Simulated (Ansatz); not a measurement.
**AlSiH₃ (triplet): wave-function methods side by side at distance Al1–H4 along a hydrogen transfer = 1.654 Å, cc-pVDZ**

An exercise on one series of results from a longer session: the logs are not shown, and one member is left open.

Method: cc-pVDZ, core rule «outside noble gas», up to 10 orbitals frozen; program: Ansatz 0.2.0, Gaussian basis.

To be run: UHF; CCSD(T) on ROHF; CCSD(T) on UHF; BCCD(T) on ROHF; CISD; CCSDT(Q) on ROHF; CCSDT(Q) on UHF; CASSCF and MRCISD+Q, 4 electrons in 4 orbitals; CASSCF and NEVPT2, 4 electrons in 4 orbitals.

15 further runs of the same task are left out: 9 for a known fault of the program, 1 for a mislabelled method, 5 that didn't finish.

### The geometry

The geometry derives from fragments relaxed apart (PBE0/def2-TZVP) and kept rigid, so it is no stationary point. A hydrogen atom is moved between rigid fragments.

5 atoms, charge 0, spin multiplicity 3.

Atoms are counted from 1 here; the program's logs count them from 0.

Bond lengths: Al1–H2 1.586 Å, Al1–H3 1.586 Å, Al1–H4 1.654 Å. Angles: H2–Al1–H3 120.0°, H2–Al1–H4 120.0°, H3–Al1–H4 120.0°.

The first run:

Input file in.yaml:

```yaml
crystal:
  periodic: [false, false, false]
  atoms:
    - {symbol: Al, position_ang: [-1.695280, 0.000000, 0.000000]}
    - {symbol: H, position_ang: [-2.488204, 1.373384, 0.000000]}
    - {symbol: H, position_ang: [-2.488204, -1.373384, 0.000000]}
    - {symbol: H, position_ang: [-0.041280, 0.000000, 0.000000]}
    - {symbol: Si, position_ang: [1.808720, 0.000000, 0.000000]}
basis:
  gaussian: {orbitals: cc-pVDZ}
magnetization: {spin_polarized: true, initial_magnetization: 2}
hamiltonian: {xc: hf}
output: {orbitals: {seedname: orbitals}}
```

On the command line:

```bash
$ ansatz run in.yaml --threads 1 --pin off --events-out ev --progress --plain --max-ram 2393MiB
```

Among the steps run: UHF; CCSD(T) on ROHF; CCSD(T) on UHF; BCCD(T) on ROHF; CISD; CCSDT(Q) on ROHF; CCSDT(Q) on UHF; CASSCF and MRCISD+Q, 4 electrons in 4 orbitals; CASSCF and NEVPT2, 4 electrons in 4 orbitals.

One of the session's tables, all rows but one given; the rest of the session is left out.

| method | from UCCSDT(Q) (meV) |
| --- | --- |
| ROHF | +4928.4 |
| UHF | +4797.2 |
| RMP2 | +1254.7 |
| UMP2 | +1269.1 |
| CISD | +492.6 |
| RCCSD | +133.2 |
| UCCSD | +130.7 |
| RCCSD(T) | +34.9 |
| UCCSD(T) | +34.8 |
| BCCD(T) | +34.4 |
| RCCSDT | +4.5 |
| UCCSDT | +4.3 |
| RCCSDT(Q) | +0.3 |
| UCCSDT(Q) | 0 |
| CASSCF pair | ? |
| NEVPT2 pair | +1235.9 |
| MRCISD pair | +434.4 |
| MRCISD+Q pair | -12.9 |

**Question.** Estimate the row for CASSCF pair.

**Answer.** from UCCSDT(Q) (meV): +4546.0. In the column «from UCCSDT(Q) (meV)» it lies between UMP2 (+1269.1) and UHF (+4797.2).

Limits of these values: Restricted and unrestricted rows rest on different reference determinants; where their highest levels disagree by more than a few hundredths of an eV, they describe different states and don't form one ladder.
